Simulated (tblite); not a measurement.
# C2H4O3: the cost of one run

Computed with tblite 0.8.0 and PySCF 2.14.0; each step states its level. No surroundings beyond the atoms listed, unless a continuum is named. Atoms count from 0, parts from 1.

## Step 1: The system as given

9 atoms, charge 0, multiplicity 1; geometry: rigid parts in contact. Parts: 1 = atoms 0–5, `CO`, charge 0; 2 = atoms 6–8, `O=C=O`, charge 0.

## Step 2: Docking the parts with GFN2-xTB

Job settings and geometry (Å):

```
{"job": {"kind": "dock", "xc": "GFN2-xTB", "basis": "xTB"}, "charge": 0, "multiplicity": 1, "parts": [{"atoms": "0-5", "charge": 0, "multiplicity": 1}, {"atoms": "6-8", "charge": 0, "multiplicity": 1}]}
C     -0.362210     0.024055    -0.000124
O      0.964810     0.455779    -0.175120
H     -0.999405     0.864663    -0.268996
H     -0.601618    -0.825009    -0.649936
H     -0.563476    -0.255643     1.039828
H      1.561899    -0.263845     0.054348
O     -0.543675     1.303095    -2.710846
C      0.596857     1.386911    -2.702896
O      1.737393     1.470723    -2.694950
```

With the program's defaults for keys left out, this is: GFN2-xTB search for minima from random contacts, gas phase.

Run with:

```
OMP_NUM_THREADS=1 python cluster_run.py task.json out
```

The driver reads the jobs from task.json and runs them one after another.

Q: Estimate the wall time of this first job on 1 thread of Arm Neoverse V2, shared host.

About 6.2 s.
